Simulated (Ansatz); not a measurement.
# HAlC, triplet along the distance Al1-C2

Starting geometry (PBE0/def2-TZVP stationary point for this spin, not checked as a minimum):

```xyz
3

Al    0.0000    0.0000    0.1051
C     0.0000    0.0000   -1.8111
H     0.0000    0.0000    1.7060
```

From there C2 moves along the line of the two atoms named below, all else staying in place; atoms are numbered as listed. Energies are in kJ/mol, counted from the starting geometry at the same level.

Basis 6-31G; Ansatz 0.2.0. Only valence electrons are correlated (noble-gas cores frozen). Prefix R: restricted or restricted open-shell reference; prefix U: unrestricted.

Unrestricted rows (U) aren't spin-pure: their determinants' ⟨S²⟩ exceeds S(S+1) by up to 0.57, so they mix in states of higher spin, at the starting point too. Coupled cluster chose its determinant by a search with trial CCSD, here up to 0.25 eV above the lowest Hartree–Fock solution of its kind. The reference follows the lowest state, whose symmetry changes along the scan.

Full CI is exact within this basis and frozen core; it isn't the basis-set limit. The frozen core follows each run's orbitals, which can shift R against U totals by a few meV.

```json
{"distance Al1-C2 (Å)": "1.509", "UCCSD(T)": "210.0"}
{"distance Al1-C2 (Å)": "1.727", "UCCSD(T)": "37.5"}
{"distance Al1-C2 (Å)": "1.916", "UCCSD(T)": "0.0"}
{"distance Al1-C2 (Å)": "2.104", "UCCSD(T)": "-3.7"}
{"distance Al1-C2 (Å)": "2.339", "UCCSD(T)": "26.9"}
{"distance Al1-C2 (Å)": "2.671", "UCCSD(T)": "78.4"}
{"distance Al1-C2 (Å)": "3.002", "UCCSD(T)": "110.5"}
{"distance Al1-C2 (Å)": "3.614", "UCCSD(T)": "130.9"}
{"distance Al1-C2 (Å)": "4.253", "UCCSD(T)": "136.7"}
{"distance Al1-C2 (Å)": "5.216", "UCCSD(T)": "140.0"}
{"distance Al1-C2 (Å)": "6.373", "UCCSD(T)": "141.2"}
```

Question: Estimate the full CI curve in 6-31G from this one, knowing how UCCSD(T) errs.

Answer: The computed full CI values, in kJ/mol from the starting point, and the error of UCCSD(T) against them:
```
distance Al1-C2 (Å)  full CI  UCCSD(T) less full CI
              1.509    213.0                   -3.0
              1.727     38.8                   -1.3
              1.916      0.0                    0.0
              2.104     -4.8                    1.1
              2.339     25.2                    1.7
              2.671     77.9                    0.5
              3.002    113.0                   -2.5
              3.614    136.2                   -5.3
              4.253    142.4                   -5.7
              5.216    145.8                   -5.8
              6.373    147.0                   -5.8
```

The error spans 7.5 kJ/mol and is largest, -5.8 kJ/mol, at 5.216 Å.

These errors take the starting point as zero, where UCCSD(T) itself lies 6.6 kJ/mol above full CI in total energy. In total energy its miss is smallest, 0.8 kJ/mol, at 6.373 and largest, 8.3 kJ/mol, at 2.339 Å. So where the relative error is largest, the method lies nearer the reference than at the start.
